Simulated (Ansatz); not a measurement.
**Sc: from a trial structure to a relaxed crystal**

Theory: DFT PBEsol, scalar-relativistic, plane waves, PAW in Ansatz 0.2.0. Cutoff 420 eV, Γ-centred k mesh, Gaussian smearing, no spin polarisation in the final step.

Sc was placed on the alpha-gallium structure type (Cmce, No. 64), at a guessed volume.

```
CELL_PARAMETERS angstrom
2.49482 -4.22826 0.00000
2.49482 4.22826 0.00000
0.00000 0.00000 4.99628
ATOMIC_POSITIONS crystal
Sc 0.15250 0.84750 0.07850
Sc 0.65250 0.34750 0.42150
Sc 0.84750 0.15250 0.92150
Sc 0.34750 0.65250 0.57850
```

Steps on the 12×12×10 mesh (4 atoms). 11 of 15 steps are shown, and the free energy counts from the last. Trial steps that were taken back and renewals of the plane-wave basis can be among the rows.

| step | ΔF (meV/atom) | V (Å³/atom) | P (GPa) | largest force component (eV/Å) |
| --- | --- | --- | --- | --- |
| 1 | 718.5 | 26.35 | 1.34 | 0.206 |
| 2 | 622.3 | 26.81 | 0.50 | 0.435 |
| 4 | 297.3 | 26.21 | -0.38 | 0.476 |
| 5 | 167.9 | 25.13 | -0.02 | 0.149 |
| 6 | 130.5 | 24.28 | 1.18 | 0.327 |
| 7 | 104.9 | 23.93 | 0.87 | 0.037 |
| 9 | 32.1 | 23.54 | 0.66 | 0.215 |
| 10 | 25.5 | 23.56 | 0.00 | 0.003 |
| 12 | 5.8 | 23.57 | 1.16 | 0.003 |
| 14 | 0.0 | 24.07 | 0.01 | 0.004 |
| 15 | 0.0 | 24.07 | 0.01 | 0.004 |

A final relaxation ran on a 10×10×14 mesh. The relaxed crystal, Fmmm (No. 69):

```cif
data_structure
_symmetry_space_group_name_H-M 'Fmmm'
_symmetry_Int_Tables_number 69
_cell_length_a 3.3483
_cell_length_b 5.1655
_cell_length_c 11.1339
_cell_angle_alpha 90.000
_cell_angle_beta 90.000
_cell_angle_gamma 90.000
_cell_volume 192.57
loop_
_atom_site_label
_atom_site_type_symbol
_atom_site_symmetry_multiplicity
_atom_site_Wyckoff_symbol
_atom_site_fract_x
_atom_site_fract_y
_atom_site_fract_z
_atom_site_occupancy
Sc1 Sc 8 i 0.00000 0.00000 0.13783 1
```

```json
{
 "Volume per atom": "24.07 Å³",
 "Density": "3.10 g/cm³",
 "Energy over the standard structure": "0.20 eV/atom",
 "Gap on the 10×10×14 mesh": "0 eV (a metal)"
}
```

Energies count from the standard state of Sc at the same level.

The final run used a 10×10×14 mesh on its 4-atom cell and 0.10 eV smearing. The k mesh leaves about 4 meV/atom of noise in metals.

Symmetry constrained the relaxation, so the result can be a saddle point.